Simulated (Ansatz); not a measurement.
**Structure relaxation of TiAl3**

These are results of DFT r2SCAN, scalar-relativistic, plane waves, PAW in Ansatz, not measurements.

The start is a database structure of TiAl3, space group Pm-3m (No. 221).

Input of the last, converged step (default PAW datasets):

```yaml
crystal:
  lattice:
    - [3.95567125, 0.0, 0.0]
    - [0.0, 3.95567125, 0.0]
    - [0.0, 0.0, 3.95567125]
  atoms:
    - { symbol: Ti, position: [0.0, 0.0, 0.0] }
    - { symbol: Al, position: [0.5, 0.5, 0.0] }
    - { symbol: Al, position: [0.5, 0.0, 0.5] }
    - { symbol: Al, position: [0.0, 0.5, 0.5] }
basis:
  ecutwfc: 500
kpoints:
  mp_grid: { grid: [12, 12, 12] }
hamiltonian:
  xc: r2scan
scf:
  occupations: { method: gaussian, width: 0.1 }
output:
  forces: true
  stress: true
  eigenvalues: true
relax:
  adjacent_minimum: "off"
  f_tol: 0.01
  max_steps: 80
  cell: { stress_tol: 0.05 }
```

It can be run as:

```bash
ansatz run input.yaml --threads 1 --pin off --backend cpu --events-out ev --progress --plain --runs-dir out  # memory cap (--max-ram) not shown
```

The program printed at the end:

```
SCF converged after 4 iterations
Free energy (F): -4127.255503 eV
Harris-Foulkes:  -4127.255503 eV  (|F-HF|=4.55e-12)
Internal energy: -4127.243189 eV  (E = F + TS)
E sigma→0 (E₀):  -4127.249346 eV
Entropy (-TS):   -0.012313 eV (-3.078 meV/atom)
Fermi energy:    10.535993 eV
--- Per-component energies (eV) ---
  E_band       = -161.842162
  E_kinetic    = 346.659945
  E_local      = -1180.880056  (includes V_loc(G=0)·N_el)
  E_nonlocal   = 38.062995
  E_hartree    = 521.374047
  E_xc         = -205.081537
  E_vxc        = -228.848534  (∫ρ·V_xc dr)
  E_paw        = -2477.588712  (= ΣΔE_a)
  E_vpaw       = -192.367667  (= ΣTr[D̂ρ^β])
  E_aug_tail   = 0.000091  (compensation charges beyond the density's cutoff)
  E_vtau       = 12.782896  (kinetic-family band-sum trace: ∫τ·v_τ [+ j·A + Jᵃ·Aᵃ] dr)
  E_ewald      = -1169.356182
  E_core_change = -0.433781  (= ΣΔE_core)
  E_smearing   = -0.012313  (= −TS)
  E_closure    = 0.000000  (closes the sum)
  Σ components = -4127.255503   (vs F -4127.255503, Δ=0.00e0)
--- Forces (eV/Å), atoms counted from 1 ---
  atom   1  Ti     0.00000000     0.00000000     0.00000000
  atom   2  Al     0.00000000     0.00000000     0.00000000
  atom   3  Al     0.00000000     0.00000000     0.00000000
  atom   4  Al     0.00000000     0.00000000     0.00000000
  max |Σ_I F_I| component: 6.57e-31 eV/Å
--- Stress (GPa, compression-positive) ---
        0.017437       0.000000       0.000000
        0.000000       0.017437       0.000000
        0.000000       0.000000       0.017437
  P = ⅓ Tr σ = 0.0174 GPa (0.174 kbar)
--- Relaxed structure (1 steps of the walk, 1 accepted, 1 SCFs on fresh bases) ---
  F+E_penalty+E_count = -4127.25550260 eV   max|allowed force component| = 1.282e-30 eV/Å   (the final SCF, on the basis selected at the relaxed cell)
  cell:  # Å, volume = 61.8957 Å³
    - [3.95567125, 0.0, 0.0]
    - [0.0, 3.95567125, 0.0]
    - [0.0, 0.0, 3.95567125]
  atoms:
    - { symbol: Ti, position: [0.0, 0.0, 0.0] }
    - { symbol: Al, position: [0.5, 0.5, 0.0] }
    - { symbol: Al, position: [0.5, 0.0, 0.5] }
    - { symbol: Al, position: [0.0, 0.5, 0.5] }
```

Total energies depend on the potentials used, so only differences within one code and one set of settings carry meaning.

The result has space group Pm-3m (No. 221). Ti is coordinated by 12 Al at 2.80 Å; around Al lie 4 Ti at 2.80 Å and 8 Al at 2.80 Å.

Against the elements it lies at -0.41 eV/atom. The zero of energy is the elements' standard structures at the same level; no fitted shifts are applied.

The k mesh leaves about 4 meV/atom of noise in metals.

Symmetry constrained the relaxation, so the result can be a saddle point.